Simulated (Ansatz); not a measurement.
`CC(F)OCF`, relaxed with RKS PBE0-D4/def2-TZVP in the Gaussian-basis code of Ansatz from a PBE-D4/def2-SVP geometry. The force threshold is 0.005 eV/Å; the program also tests the step.

The species carries charge 0 and has multiplicity 1.

Start:

```xyz
12

C     1.037    1.134    0.939
C     0.020    0.565   -0.019
F    -1.199    1.223    0.138
O    -0.153   -0.799    0.268
C    -0.869   -1.500   -0.698
F    -0.094   -1.729   -1.821
H     1.148    2.222    0.773
H     0.698    0.957    1.978
H     2.017    0.642    0.792
H     0.312    0.697   -1.087
H    -1.776   -0.937   -1.018
H    -1.141   -2.476   -0.245
```

(1) How much energy does the relaxation release, and in how many steps? (Best estimate.)

(2) Which bonds change most? (Best estimate.)

(3) Give the relaxed structure. (Best estimate.)

Results:

(1) Computed: 1.15 kcal/mol, in 6 steps.

(2) Ansatz gave: C5–H11 from 1.114 to 1.094 Å; C5–H12 from 1.110 to 1.090 Å; C2–H10 from 1.115 to 1.096 Å; C1–H8 from 1.107 to 1.091 Å.

(3) Computed: 
```xyz
12

C     1.030    1.126    0.934
C     0.026    0.561   -0.022
F    -1.186    1.212    0.139
O    -0.153   -0.788    0.259
C    -0.870   -1.488   -0.687
F    -0.096   -1.724   -1.801
H     1.137    2.198    0.769
H     0.697    0.949    1.958
H     1.996    0.642    0.784
H     0.307    0.702   -1.071
H    -1.756   -0.938   -1.018
H    -1.131   -2.450   -0.245
```
